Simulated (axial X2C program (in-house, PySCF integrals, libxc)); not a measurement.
# Outer orbitals of SH⁻ at 1.350 Å, HF

Calculated with an in-house relativistic program for diatomic molecules. Spin-free means the one-electron spin-free X2C Hamiltonian; two-component (2c) means X2C with spin–orbit coupling and atomic mean-field two-electron Coulomb and Gaunt terms, so the difference of the two also holds small scalar two-electron terms. Basis: S dyall-av3z [9s8p3d2f], H dyall-av3z [7s3p2d] (cores contracted in-house); Gaussian nuclei, density fitting, unrestricted open shells. Masses: S 31.972 u, H 1.008 u.

The distance is close to the 2c PBE0 minimum; the highest filled and lowest empty levels are listed.

Spin-free orbitals, state M_S = 0, Λ = 0 (closed shell) (Löwdin shares):

```json
{"symmetry": "σα", "occupied": "yes", "ε (eV)": "-17.62", "atomic character": "59% S s, 26% H s, 11% H p"}
{"symmetry": "σα", "occupied": "yes", "ε (eV)": "-6.89", "atomic character": "57% S p, 25% H s, 9% S s"}
{"symmetry": "π-α", "occupied": "yes", "ε (eV)": "-2.58", "atomic character": "81% S p, 12% H p, 6% H d"}
{"symmetry": "π+α", "occupied": "yes", "ε (eV)": "-2.58", "atomic character": "81% S p, 12% H p, 6% H d"}
{"symmetry": "σα", "occupied": "no", "ε (eV)": "3.83", "atomic character": "96% H s, 3% S s"}
{"symmetry": "σα", "occupied": "no", "ε (eV)": "5.80", "atomic character": "97% S p"}
{"symmetry": "π-α", "occupied": "no", "ε (eV)": "6.29", "atomic character": "98% S p"}
{"symmetry": "π+α", "occupied": "no", "ε (eV)": "6.29", "atomic character": "98% S p"}
```

One partner of each degenerate Kramers or spin pair is listed.

Spinors with spin–orbit coupling (state Ω = 0):

```tsv
ω	occupied	ε (eV)	atomic character	λ mixture
1/2	yes	-17.62	59% S s, 26% H s, 11% H p	100% σ
1/2	yes	-6.89	57% S p, 25% H s, 9% S s	100% σ
1/2	yes	-2.61	81% S p, 12% H p, 6% H d	100% π
3/2	yes	-2.54	81% S p, 12% H p, 6% H d	100% π
1/2	no	3.85	96% H s, 2% S s	100% σ
1/2	no	5.80	97% S p	100% σ
1/2	no	6.29	98% S p	100% π
3/2	no	6.30	98% S p	100% π
```

One partner of each degenerate Kramers or spin pair is listed.

Mulliken charges and populations of the two-component result (they depend on the basis, above all on diffuse functions):

S -0.84 e (s 5.80 p 10.99 d 0.04 f 0.01), H -0.16 e (s 1.01 p 0.14 d 0.01).

The state is a single determinant with fixed occupations, the lowest that a limited PBE0 search found.
